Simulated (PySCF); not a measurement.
# HNO2 (nitrous acid): levels of theory compared

Aim: a comparison of 6 runs (B2PLYP/STO-3G, PBE0/STO-3G, r2SCAN/STO-3G, CCSDT(Q)/STO-3G, CCSDTQ/STO-3G, CCSD(T)/STO-3G) of HNO2 (nitrous acid). Input form: a Python script.

Program for the calculation: PySCF 2.14.0.

11 further runs of the same task are left out: 11 set aside as unsound or not needed.

**1. Starting point**

HNO2: 4 atoms, total charge 0, spin state singlet. SMILES: `O=NO`. The O3–H4 distance was set to 2.130 Å, away from the relaxed value. At this shape a bond of the SMILES string is far longer than usual.

Bond lengths: O1–N2 1.181 Å, N2–O3 1.392 Å. Angles: O1–N2–O3 113.7°.

**2. A single-point energy at B2PLYP/STO-3G (run 1)**

The input, calc.py:

```python
from pyscf import gto, dft, mp

molecule = gto.M(
    atom='O 0.460053 0.605016 2.488787; N 0.354663 0.147906 1.404757; O -0.321917 0.975236 0.512117; H -0.386730 -0.050180 -1.353230',
    verbose=4,
    basis='sto-3g',
    max_memory=1860,
    charge=0,
    spin=0,
)

myscf = dft.RKS(molecule, xc='0.53*HF + 0.47*B88, 0.73*LYP')
myscf.conv_tol = 1e-10
myscf.grids.level = 5
myscf.kernel()
if not myscf.converged:
    myscf = myscf.newton().run(myscf.mo_coeff, myscf.mo_occ)

pt = mp.MP2(myscf, frozen=3).run()
e_final = myscf.e_tot + 0.27 * pt.e_corr
print('PT2 part  %.8f' % (0.27 * pt.e_corr))
print('E(%s) = %.9f' % ('B2PLYP', e_final))
```

The run is started by

```sh
$ OMP_NUM_THREADS=1 python calc.py
```

The program printed:

```text
PySCF version 2.14.0

[INPUT] num. atoms = 4
[INPUT] num. electrons = 24
[INPUT] charge = 0
[INPUT] spin (= nelec alpha-beta = 2S) = 0
[INPUT] symmetry False subgroup None
[INPUT] Mole.unit = angstrom
[INPUT] Symbol           X                Y                Z      unit          X                Y                Z       unit  Magmom
[INPUT]  1 O      0.460053000000   0.605016000000   2.488787000000 AA    0.869374172785   1.143314540980   4.703125812378 Bohr   0.0
[INPUT]  2 N      0.354663000000   0.147906000000   1.404757000000 AA    0.670215936517   0.279501832180   2.654606001566 Bohr   0.0
[INPUT]  3 O     -0.321917000000   0.975236000000   0.512117000000 AA   -0.608334964842   1.842928946816   0.967760873734 Bohr   0.0
[INPUT]  4 H     -0.386730000000  -0.050180000000  -1.353230000000 AA   -0.730813784153  -0.094826456931  -2.557234083545 Bohr   0.0

nuclear repulsion = 66.4087991121975
number of shells = 10
number of NR pGTOs = 48
number of NR cGTOs = 16
basis = sto-3g
ecp = {}

[... 61 lines left out ...]
converged SCF energy = -202.30426165243
[... 1 line left out ...]
******** <class 'pyscf.mp.mp2.RMP2'> ********
nocc = 9, nmo = 13
frozen orbitals 3
E(RMP2) = -202.731562631353  E_corr = -0.42730097892291
E(SCS-RMP2) = -202.756606731243  E_corr = -0.452345078813613
E_corr(same-spin) = -0.069710879877553
E_corr(oppo-spin) = -0.357590099045357
PT2 part  -0.11537126
E(B2PLYP) = -202.419632917
```

It took 2.8 s on 1 thread of Arm Neoverse V1, shared host; peak memory 0.18 GiB.

**3. The energy at PBE0/STO-3G (run 2)**

The input, job.py:

```python
from pyscf import gto, dft

mol = gto.M(
    atom='''
O      0.869374     1.143315     4.703126
N      0.670216     0.279502     2.654606
O     -0.608335     1.842929     0.967761
H     -0.730814    -0.094826    -2.557234
''',
    charge=0,
    verbose=3,
    max_memory=1860,
    basis='sto-3g',
    unit='bohr',
)

ks = dft.RKS(mol, xc='pbe0')
ks.conv_tol = 1e-10
ks.grids.level = 5
ks.kernel()
if not ks.converged:
    ks = ks.newton().run(ks.mo_coeff, ks.mo_occ)

e_final = ks.e_tot
print('E = %.10f Eh' % e_final)
```

The run is started by

```sh
$ OMP_NUM_THREADS=1 python job.py
```

The program printed:

```text
converged SCF energy = -202.483964569883
E = -202.4839645699 Eh
```

Wall time 3 s (1 thread of Arm Neoverse V1, shared host); peak memory 0.18 GiB.

**4. The energy at r2SCAN/STO-3G (run 3)**

The input, input.py:

```python
from pyscf import gto, dft

molecule = gto.Mole()
molecule.atom = '''
O      0.869374     1.143315     4.703126
N      0.670216     0.279502     2.654606
O     -0.608335     1.842929     0.967761
H     -0.730814    -0.094826    -2.557234
'''
molecule.verbose = 3
molecule.unit = 'bohr'
molecule.basis = 'sto-3g'
molecule.max_memory = 1860
molecule.build()

ks = dft.RKS(molecule)
ks.xc = 'r2scan'
ks.grids.level = 5
ks.conv_tol = 1e-10
ks.kernel()
if not ks.converged:
    ks = ks.newton().run(ks.mo_coeff, ks.mo_occ)

e_tot = ks.e_tot
print('E = %.10f Eh' % e_tot)
```

The run is started by

```sh
$ OMP_NUM_THREADS=1 python input.py
```

The program printed:

```text
SCF not converged.
SCF energy = -202.379186039207
converged SCF energy = -202.633289595284
E = -202.6332895953 Eh
```

Run time: 21 s. Hardware: 1 thread of Arm Neoverse V1, shared host; peak memory 0.25 GiB.

Runs 4 to 5 aren't shown in full; the table further down has their settings and results.

**5. A single-point energy at CCSD(T)/STO-3G (run 6)**

The input, input.py:

```python
from pyscf import gto, scf, cc

system = gto.M(
    atom='''
O      0.869374     1.143315     4.703126
N      0.670216     0.279502     2.654606
O     -0.608335     1.842929     0.967761
H     -0.730814    -0.094826    -2.557234
''',
    spin=0,
    basis='sto-3g',
    verbose=3,
    unit='bohr',
    max_memory=1860,
    charge=0,
)

mf = scf.RHF(system)
mf.conv_tol = 1e-10
mf.kernel()
if not mf.converged:
    mf = mf.newton().run(mf.mo_coeff, mf.mo_occ)

mycc = cc.CCSD(mf, frozen=3)
mycc.kernel()
e_t = mycc.ccsd_t()
etot = mycc.e_tot + e_t
print(f'total energy: {etot:.8f} hartree')
```

The run is started by

```sh
$ OMP_NUM_THREADS=1 python input.py
```

The program printed:

```text
converged SCF energy = -201.598874307488
E(CCSD) = -201.9578700417323  E_corr = -0.3589957342442425
CCSD(T) correction = -0.0135003846531471
total energy: -201.97137043 hartree
```

It took 0.83 s on 1 thread of Arm Neoverse V1, shared host; peak memory 0.1 GiB.

**6. All runs side by side**

| run | level | frozen core orbitals | integration grid | energy (Eh) | dipole moment (D) of the reference | HOMO energy (eV) | LUMO energy (eV) | wall time |
| --- | --- | --- | --- | --- | --- | --- | --- | --- |
| 1 | B2PLYP/STO-3G | 3 | 5 | -202.419633 | 1.45 | -5.68 | -0.93 | 2.8 s |
| 2 | PBE0/STO-3G | – | 5 | -202.483965 | 1.33 | -4.16 | -2.18 | 3 s |
| 3 | r2SCAN/STO-3G | – | 5 | -202.633290 | 0.93 | -3.09 | -3.01 | 21 s |
| 4 | CCSDT(Q)/STO-3G | 3 | – | -201.976012 | 1.72 | -7.57 | 1.43 | 4.5 s |
| 5 | CCSDTQ/STO-3G | 3 | – | -201.975660 | 1.72 | -7.57 | 1.43 | 46 s |
| 6 | CCSD(T)/STO-3G | 3 | – | -201.971370 | 1.72 | -7.57 | 1.43 | 0.83 s |

**7. Summary of results**

```
                                          quantity          value
                               run 6: total energy  -201.97137 Eh
       run 6: dipole moment (Hartree–Fock density)         1.72 D
        run 6: HOMO energy (Hartree–Fock orbitals)       -7.57 eV
        run 6: LUMO energy (Hartree–Fock orbitals)        1.43 eV
      run 6: HOMO–LUMO gap (Hartree–Fock orbitals)        9.00 eV
run 6: correlation energy (3 core orbitals frozen)     -372.5 mEh
                             run 6: (T) correction     -13.50 mEh
                              run 6: T1 diagnostic          0.032
```

What this shows: Over runs 1, 2, 3 the dipole moment (its size) runs from 0.93 D (r2SCAN/STO-3G) to 1.45 D (B2PLYP/STO-3G). A double hybrid's value is that of its SCF part. Over runs 1, 2, 3 the HOMO–LUMO gap runs from 0.08 eV (r2SCAN/STO-3G) to 4.75 eV (B2PLYP/STO-3G). Totals of different functionals can't be ranked against each other. In run 6 the T1 diagnostic is large, so a single reference may not serve. In runs 1, 2, 3, 4, 5, 6 the basis is minimal, so the values are rough. In runs 1, 2, 3, 6 a closed-shell determinant meets a far-stretched bond, which it describes badly. All runs together took 78 s, the longest 46 s.
